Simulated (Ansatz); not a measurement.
Cost and result for the atomization energy of C$_{4}$H$_{8}$O, SMILES `C/C=C/CO` (13 atoms, 12 bonds).

```tsv
atom	x (Å)	y (Å)	z (Å)
C1	-2.117	0.223	-0.129
C2	-0.681	0.037	-0.475
C3	0.343	0.279	0.335
C4	1.771	0.075	-0.042
O5	2.424	-0.855	0.805
H6	-2.675	-0.711	-0.248
H7	-2.239	0.568	0.899
H8	-2.589	0.955	-0.793
H9	-0.467	-0.318	-1.484
H10	0.161	0.627	1.351
H11	1.838	-0.229	-1.096
H12	2.335	1.007	0.067
H13	1.896	-1.658	0.810
```

Total charge 0; spin multiplicity 1. The structure was optimised at the PBE0-D4/def2-TZVP level. It is one conformer, not always the lowest. Program: Ansatz. All runs use 4 threads of an Intel Xeon Platinum 8259CL on a shared host. Times are those of one run each, without the atoms' runs, and a repeat can differ threefold. Electronic energies, without spin–orbit coupling; frozen cores. CCSD(T)/CBS adds CCSD(T) − MP2 in def2-TZVPP to the MP2 limit, and its time is that of the two runs behind it. T1 = 0.010. B3LYP takes the VWN-RPA correlation (the form of Gaussian; ORCA's B3LYP/G). HSE06 is the plane-wave form, built on full-range PBE exchange.

CCSD(T)/CBS is a level of theory with its own doubt, some kJ/mol a heavy atom from the limit and from the frozen cores, so smaller differences don't rank the functionals.

```
                            level  functions  wall time
           LDA (SPW92)/def2-TZVPP        267      1.4 s
             revPBE-D4/def2-TZVPP        267      1.9 s
              BHLYP-D4/def2-TZVPP        267      2.7 s
              HSE06-D4/def2-TZVPP        267      3.3 s
          CAM-B3LYP-D4/def2-TZVPP        267      3.4 s
B3LYP-D4/def2-TZVPP (with forces)        267      4.3 s
              PBE-QIDH/def2-TZVPP        267        6 s
                 CCSD(T)/def2-SVP        110        6 s
               ωB97X-V/def2-TZVPP        267        7 s
 ωB97M-V/def2-TZVPP (with forces)        267       10 s
                   MP2/def2-QZVPP        525       32 s
               CCSD(T)/def2-TZVPP        267      120 s
                CCSD(T)/CBS(def2)          –    2.5 min
```

(1) What atomization energy does each give, and how far from CCSD(T)/CBS? (Best estimate.)

Answers

(1) The calculation gave: 
| level | atomization (kJ/mol) | difference from CCSD(T)/CBS | per bond |
| --- | --- | --- | --- |
| LDA (SPW92)/def2-TZVPP | 6012.8 | 764.4 | 63.7 |
| revPBE-D4/def2-TZVPP | 5246.6 | -1.8 | -0.2 |
| BHLYP-D4/def2-TZVPP | 5100.9 | -147.5 | -12.3 |
| HSE06-D4/def2-TZVPP | 5286.3 | 37.9 | 3.2 |
| CAM-B3LYP-D4/def2-TZVPP | 5273.8 | 25.4 | 2.1 |
| B3LYP-D4/def2-TZVPP (with forces) | 5253.4 | 5.0 | 0.4 |
| PBE-QIDH/def2-TZVPP | 5232.6 | -15.8 | -1.3 |
| CCSD(T)/def2-SVP | 5028.4 | -220.0 | -18.3 |
| ωB97X-V/def2-TZVPP | 5247.4 | -1.0 | -0.1 |
| ωB97M-V/def2-TZVPP (with forces) | 5261.0 | 12.6 | 1.0 |
| MP2/def2-QZVPP | 5274.4 | 26.0 | 2.2 |
| CCSD(T)/def2-TZVPP | 5127.7 | -120.7 | -10.1 |
| CCSD(T)/CBS(def2) | 5248.4 | 0.0 | 0.0 |

From r2SCAN to r2SCAN0 (25 % exact exchange), in def2-TZVPP and without D4, the atomization energy moves by −71.3 kJ/mol: exact exchange takes away binding that semilocal exchange gives to molecules. Leaving LDA and LC-ωPBE aside and taking each functional with its dispersion term where it has one, the values, not all of them listed here, spread over 273.6 kJ/mol, from BHLYP-D4 to PBE-D4. LDA lies +658.5 kJ/mol from PBE without D4, its usual overbinding. In def2-TZVPP, CCSD(T) changes the Hartree–Fock value by +1256.2 kJ/mol (the triples alone add +73.0 kJ/mol) and MP2 by +1331.9 kJ/mol; breaking electron pairs costs correlation energy, which Hartree–Fock lacks.
